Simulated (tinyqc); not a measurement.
Inside a calculation. Method: extended Hueckel theory, for LiF+. The parameters take no account of the charge, which enters only through the electron count. Computed by tinyqc, a small Python program that keeps every step (integrals from PySCF). Settings: charge = 1, K = 1.75, multiplicity = 2. Command: `OMP_NUM_THREADS=1 python tinyqc.py 23184 23185 out.jsonl` (the two numbers bound the seeds that draw the settings). One thread of a shared host (Intel(R) Xeon(R) Processor @ 2.60GHz), about 0.01 s of CPU time with the checks.

## Overlaps

Geometry (angstrom):
```
atom         x         y         z
Li    0.000000  0.000000  0.000000
F     0.000000  0.000000  1.390000
```

Parameters chosen for this run:
```
element  shell  Slater exponent   H_ii (eV)
Li          2s         0.650000   -5.400000
Li          2p         0.650000   -3.500000
F           2s         2.425000  -40.000000
F           2p         2.425000  -18.100000
```

Slater orbitals, each expanded in six Gaussians scaled to its exponent.

overlap S, order 1Li 2s, 1Li 2px, 1Li 2py, 1Li 2pz, 2F 2s, 2F 2px, 2F 2py, 2F 2pz:
```
[[1.000000, 0.000000, 0.000000, 0.000000, 0.298144, 0.000000, 0.000000, -0.064380],
 [0.000000, 1.000000, 0.000000, 0.000000, 0.000000, 0.162163, 0.000000, 0.000000],
 [0.000000, 0.000000, 1.000000, 0.000000, 0.000000, 0.000000, 0.162163, 0.000000],
 [0.000000, 0.000000, 0.000000, 1.000000, 0.432406, 0.000000, 0.000000, -0.049516],
 [0.298144, 0.000000, 0.000000, 0.432406, 1.000000, 0.000000, 0.000000, 0.000000],
 [0.000000, 0.162163, 0.000000, 0.000000, 0.000000, 1.000000, 0.000000, 0.000000],
 [0.000000, 0.000000, 0.162163, 0.000000, 0.000000, 0.000000, 1.000000, 0.000000],
 [-0.064380, 0.000000, 0.000000, -0.049516, 0.000000, 0.000000, 0.000000, 1.000000]]
```

## Wolfsberg-Helmholz matrix

diagonal H_ii (eV): [-5.400000, -3.500000, -3.500000, -3.500000, -40.000000, -18.100000, -18.100000, -18.100000]

K = 1.750000

H_ij = K' S_ij (H_ii + H_jj)/2 for i != j (the diagonal keeps H_ii), with K' = 1.75.

H (eV), order 1Li 2s, 1Li 2px, 1Li 2py, 1Li 2pz, 2F 2s, 2F 2px, 2F 2py, 2F 2pz:
```
[[-5.400000, 0.000000, 0.000000, 0.000000, -11.843763, 0.000000, 0.000000, 1.323821],
 [0.000000, -3.500000, 0.000000, 0.000000, 0.000000, -3.064886, 0.000000, 0.000000],
 [0.000000, 0.000000, -3.500000, 0.000000, 0.000000, 0.000000, -3.064886, 0.000000],
 [0.000000, 0.000000, 0.000000, -3.500000, -16.458442, 0.000000, 0.000000, 0.935847],
 [-11.843763, 0.000000, 0.000000, -16.458442, -40.000000, 0.000000, 0.000000, 0.000000],
 [0.000000, -3.064886, 0.000000, 0.000000, 0.000000, -18.100000, 0.000000, 0.000000],
 [0.000000, 0.000000, -3.064886, 0.000000, 0.000000, 0.000000, -18.100000, 0.000000],
 [1.323821, 0.000000, 0.000000, 0.935847, 0.000000, 0.000000, 0.000000, -18.100000]]
```

## Orbitals

valence electrons = 7

Solve H C = S C e through S^(-1/2); fill by pairs from the bottom, a degenerate level sharing its electrons equally; each orbital has its largest coefficient positive (the first on a tie).

orbital energies (eV): [-40.019873, -18.101727, -18.101149, -18.101149, -4.811119, -3.061335, -3.061335, 8.794357]

occupations: [2.000000, 2.000000, 1.500000, 1.500000, 0.000000, 0.000000, 0.000000, 0.000000]

coefficients, order 1Li 2s, 1Li 2px, 1Li 2py, 1Li 2pz, 2F 2s, 2F 2px, 2F 2py, 2F 2pz:
```
[[-0.002613, -0.010725, 0.000000, 0.000000, 0.859734, 0.000000, 0.000000, 0.624599],
 [0.000000, 0.000000, 0.006748, 0.005740, 0.000000, 1.007749, -0.106630, 0.000000],
 [0.000000, 0.000000, -0.005740, 0.006748, 0.000000, 0.106630, 1.007749, 0.000000],
 [-0.023460, -0.000680, 0.000000, 0.000000, -0.512617, 0.000000, 0.000000, 1.000183],
 [1.010705, 0.003425, 0.000000, 0.000000, -0.044867, 0.000000, 0.000000, -0.600483],
 [0.000000, 0.000000, 0.760581, 0.646969, 0.000000, -0.172113, 0.018211, 0.000000],
 [0.000000, 0.000000, -0.646969, 0.760581, 0.000000, -0.018211, -0.172113, 0.000000],
 [-0.001269, 0.999224, 0.000000, 0.000000, 0.038696, 0.000000, 0.000000, 0.094892]]
```

sum of one-electron energies = -170.546649 eV

Within a degenerate level the vectors are fixed only up to a rotation; this is one choice.

## Mulliken analysis

P = C n C^T; charge = valence electrons (Li 1, F 7) minus the sum of (P S)_ii on the atom; overlap population = 2 sum P_ij S_ij between two atoms.

charges: [1.014776, -0.014776]

Overlap populations:
```
pair      value
2-1   -0.032714
```
